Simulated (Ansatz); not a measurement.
Two shapes of triplet C₂O.

Shape 1:

```xyz
3

C     0.0000    0.0000   -1.5015
C     0.0000    0.0000    0.0000
O     0.0000    0.0000    1.2859
```

Shape 2:

```xyz
3

C     0.0000    0.0000   -1.4332
C     0.0000    0.0000    0.0000
O     0.0000    0.0000    1.2274
```

Basis set: def2-SVP (spherical functions). Correlated methods keep 3 orbitals frozen. Correlation on ROHF uses semicanonical orbitals with singles. Charge 0, multiplicity 3.

Computed with Ansatz (development build ahead of 0.2.0); each method stands on the lowest determinant of its kind that the runs found.

**Question.** Which shape is lower in energy, and by how much in each method?

**Answer.**

```json
{"method": "ROHF", "E(2) − E(1) (eV)": "-0.974"}
{"method": "UHF", "E(2) − E(1) (eV)": "-0.966"}
{"method": "ROHF-MP2", "E(2) − E(1) (eV)": "-0.643"}
{"method": "ROHF-CCSD(T)", "E(2) − E(1) (eV)": "-0.625"}
{"method": "UHF-CCSD(T)", "E(2) − E(1) (eV)": "-0.634"}
```

Shape 2 is lower. Caution for UHF, UHF-CCSD(T): the unrestricted determinant is spin contaminated.
